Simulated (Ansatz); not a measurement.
# SiBH4 radical (SMILES [BH][SiH3]): functionals against CCSD(T) at one geometry

The atoms stand at a structure displaced at random from a GFN2-xTB minimum. How far do the functionals agree with CCSD(T) there?

The runs use Ansatz 0.2.0, Gaussian basis; single points in def2-TZVPP.

Cores are frozen in the correlated methods. Orbitals are unrestricted.

### Step 1. Starting geometry

6 atoms, charge 0, spin multiplicity 2.

Atoms are counted from 1 here; the program's logs count them from 0.

Bond lengths: B1–Si2 1.736 Å, B1–H3 1.226 Å, Si2–H4 1.506 Å, Si2–H5 1.480 Å, Si2–H6 1.529 Å. Angles: Si2–B1–H3 151.2°, B1–Si2–H4 128.1°, B1–Si2–H5 120.2°, B1–Si2–H6 114.7°, H4–Si2–H5 90.3°, H4–Si2–H6 97.3°, H5–Si2–H6 100.3°.

As a file:

```tsv
atom	x (Å)	y (Å)	z (Å)
B1	0.90110	-0.82020	0.59670
Si2	-0.20810	0.28740	-0.15030
H3	1.23380	-1.95590	0.91570
H4	-1.50220	-0.02520	-0.85500
H5	0.22590	1.11490	-1.29800
H6	-0.75060	1.37270	0.77980
```

### Step 2. CCSD(T)/def2-TZVPP

The input, run/in.yaml:

```yaml
crystal:
  periodic: [false, false, false]
  atoms:
    - {symbol: B, position_ang: [0.901100, -0.820200, 0.596700]}
    - {symbol: Si, position_ang: [-0.208100, 0.287400, -0.150300]}
    - {symbol: H, position_ang: [1.233800, -1.955900, 0.915700]}
    - {symbol: H, position_ang: [-1.502200, -0.025200, -0.855000]}
    - {symbol: H, position_ang: [0.225900, 1.114900, -1.298000]}
    - {symbol: H, position_ang: [-0.750600, 1.372700, 0.779800]}
basis:
  gaussian: {orbitals: def2-TZVPP}
magnetization: {spin_polarized: true, initial_magnetization: 1}
correlation: {method: ccsd_t}
scf: {omitted_lower_state_checks: [cluster_reference]}
output: {forces: true}
```

The command line of these runs was not kept.

### Step 3. PBE0-D4/def2-TZVPP

run/in.yaml: that of step 2 with these lines changed.

```diff
@@ -12,4 +12,3 @@
 magnetization: {spin_polarized: true, initial_magnetization: 1}
-correlation: {method: ccsd_t}
-scf: {omitted_lower_state_checks: [cluster_reference]}
-output: {forces: true}
+hamiltonian: {xc: pbe0, dispersion: d4}
+output: {forces: true, orbitals: {seedname: orbitals}}
```

### Step 4. wB97M-V/def2-TZVPP

run/in.yaml: that of step 3 with these lines changed.

```diff
@@ -12,3 +12,3 @@
 magnetization: {spin_polarized: true, initial_magnetization: 1}
-hamiltonian: {xc: pbe0, dispersion: d4}
-output: {forces: true, orbitals: {seedname: orbitals}}
+hamiltonian: {xc: {name: wB97M-V}}
+output: {forces: true}
```

### Step 5. r2SCAN-D4/def2-TZVPP

run/in.yaml: that of step 4 with these lines changed.

```diff
@@ -12,3 +12,3 @@
 magnetization: {spin_polarized: true, initial_magnetization: 1}
-hamiltonian: {xc: {name: wB97M-V}}
+hamiltonian: {xc: r2scan, dispersion: d4}
 output: {forces: true}
```

### Step 6. PBE-D4/def2-TZVPP

run/in.yaml: that of step 5 with these lines changed.

```diff
@@ -12,3 +12,3 @@
 magnetization: {spin_polarized: true, initial_magnetization: 1}
-hamiltonian: {xc: r2scan, dispersion: d4}
+hamiltonian: {xc: pbe, dispersion: d4}
 output: {forces: true}
```

### Step 7. SPW92/def2-TZVPP

run/in.yaml: that of step 6 with these lines changed.

```diff
@@ -12,3 +12,3 @@
 magnetization: {spin_polarized: true, initial_magnetization: 1}
-hamiltonian: {xc: pbe, dispersion: d4}
+hamiltonian: {xc: lda}
 output: {forces: true}
```

### Step 8. wB97X-V/def2-TZVPP

run/in.yaml: that of step 7 with these lines changed.

```diff
@@ -12,3 +12,3 @@
 magnetization: {spin_polarized: true, initial_magnetization: 1}
-hamiltonian: {xc: lda}
+hamiltonian: {xc: {name: wB97X-V}}
 output: {forces: true}
```

(Steps that only read results are left out.)

**Question.** What will these runs give? Wanted: energy less free atoms, CCSD(T)/def2-TZVPP; RMS force component; RMS force error; HOMO and LUMO, PBE0-D4; T1 diagnostic.

**Answer**, as computed:

| quantity | value |
| --- | --- |
| energy less free atoms, CCSD(T)/def2-TZVPP | -15.214 eV |
| RMS force component | 1.883 to 2.424 eV/Å over the methods |
| RMS force error | PBE0-D4 0.178, wB97M-V 0.116, r2SCAN-D4 0.212, PBE-D4 0.364, SPW92 0.558, wB97X-V 0.050 eV/Å |
| HOMO and LUMO, PBE0-D4 | -6.22 and -3.37 eV |
| T1 diagnostic | 0.019 |

In words: Against CCSD(T) the functionals' energies less atoms differ by -2.377 to -0.475 eV, PBE-D4 by -0.528 eV. CCSD(T) in triple zeta still lacks some correlation energy of the bonds, so part of these gaps is its own basis error and they don't rank the functionals. For forces wB97X-V does best and SPW92 worst. Frozen-core CCSD(T) forces in triple zeta carry basis errors of their own, and this is one geometry, so small gaps rank nothing.
